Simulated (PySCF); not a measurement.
# What binds PO⁺: the parts of the energy along the bond

State: ¹Σ⁺, singlet, closed shell. RHF-based CCSD(T) in PySCF 2.14 with P cc-pV(T+d)Z, O cc-pVTZ and P cc-pV(Q+d)Z, O cc-pVQZ (frozen core orbitals: 6; no relativity). Correlation energies are extrapolated as n⁻³ (n = 3, 4), Hartree–Fock as (n+1)·exp(−9√n). CV is the change on freezing 1 orbitals instead, in P cc-pwCVTZ, O cc-pwCVTZ. SR is the spin-free X2C energy in P cc-pVTZ-DK, O cc-pVTZ-DK less the non-relativistic one in P cc-pVTZ, O cc-pVTZ. All energies in eV from P⁺ + O.

```json
{"R (Å)": "1.2559", "HF/CBS": "-3.414", "CCSD corr.": "-2.897", "(T)": "-0.2787", "CV": "-0.0867", "SR": "0.0006", "total": "-6.677"}
{"R (Å)": "1.3130", "HF/CBS": "-4.239", "CCSD corr.": "-3.061", "(T)": "-0.3239", "CV": "-0.0649", "SR": "0.0061", "total": "-7.683"}
{"R (Å)": "1.3701", "HF/CBS": "-4.532", "CCSD corr.": "-3.238", "(T)": "-0.3755", "CV": "-0.0473", "SR": "0.0095", "total": "-8.183"}
{"R (Å)": "1.4271", "HF/CBS": "-4.442", "CCSD corr.": "-3.424", "(T)": "-0.4339", "CV": "-0.0332", "SR": "0.0114", "total": "-8.321"}
{"R (Å)": "1.4842", "HF/CBS": "-4.077", "CCSD corr.": "-3.619", "(T)": "-0.4999", "CV": "-0.0218", "SR": "0.0122", "total": "-8.206"}
{"R (Å)": "1.5556", "HF/CBS": "-3.360", "CCSD corr.": "-3.872", "(T)": "-0.5937", "CV": "-0.0106", "SR": "0.0121", "total": "-7.824"}
{"R (Å)": "1.6269", "HF/CBS": "-2.460", "CCSD corr.": "-4.130", "(T)": "-0.7006", "CV": "-0.0020", "SR": "0.0112", "total": "-7.281"}
```

A fit to the total gives Re = 1.4263 Å, De = 8.321 eV, ωe = 1415.1 cm⁻¹, Be = 0.7856 cm⁻¹ (masses 30.9738 and 15.9949 u).

At R = 1.4271 Å the CCSD correlation energy is -0.358863 hartree in the smaller basis and -0.379820 in the larger. Extrapolate it.

(4³·E4 − 3³·E3)/(4³ − 3³) = -0.39511 hartree; the larger basis holds 96.1 % of it.

The T1 diagnostic is 0.026, large enough to doubt a single reference. The open-shell atoms are computed with UHF. Spin–orbit coupling, excitations beyond (T) and corrections to the Born–Oppenheimer picture are left out.
